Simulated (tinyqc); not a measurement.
Inside a calculation. Method: RKS/PBE in the sto-3g basis, for H2O, spin multiplicity 1. One step of it, computed by the program tinyqc.

Problem. Orthogonalisation. S = U s U^T; canonical form X = U s^(-1/2), so that X^T S X = 1. Each column of U has its largest component positive (the first on a tie).

overlap S:
```
           1O 1s     1O 2s    1O 2px     1O 2py    1O 2pz     2H 1s      3H 1s
1O 1s   1.000000  0.236704  0.000000   0.000000  0.000000  0.029508   0.029508
1O 2s   0.236704  1.000000  0.000000   0.000000  0.000000  0.324598   0.324598
1O 2px  0.000000  0.000000  1.000000   0.000000  0.000000  0.000000   0.000000
1O 2py  0.000000  0.000000  0.000000   1.000000  0.000000  0.231603  -0.231603
1O 2pz  0.000000  0.000000  0.000000   0.000000  1.000000  0.187348   0.187348
2H 1s   0.029508  0.324598  0.000000   0.231603  0.187348  1.000000   0.143789
3H 1s   0.029508  0.324598  0.000000  -0.231603  0.187348  0.143789   1.000000
```

Give: eigenvalues of S; X.

Solution.

eigenvalues of S: 0.5009  0.5928  0.8856  1.0000  1.1057  1.2634  1.6517

X:
```
              1        2        3       4        5        6       7
1O 1s   -0.3856   0.0000   0.7077  0.0000   0.6121   0.0000  0.2026
1O 2s    0.9626   0.0000  -0.2906  0.0000   0.3160   0.0000  0.4608
1O 2px   0.0000   0.0000   0.0000  1.0000   0.0000   0.0000  0.0000
1O 2py   0.0000   0.8140   0.0000  0.0000   0.0000   0.6932  0.0000
1O 2pz   0.4500   0.0000   0.6771  0.0000  -0.6090   0.0000  0.2235
2H 1s   -0.5994  -0.7157  -0.2068  0.0000  -0.1717   0.3943  0.3887
3H 1s   -0.5994   0.7157  -0.2068  0.0000  -0.1717  -0.3943  0.3887
```
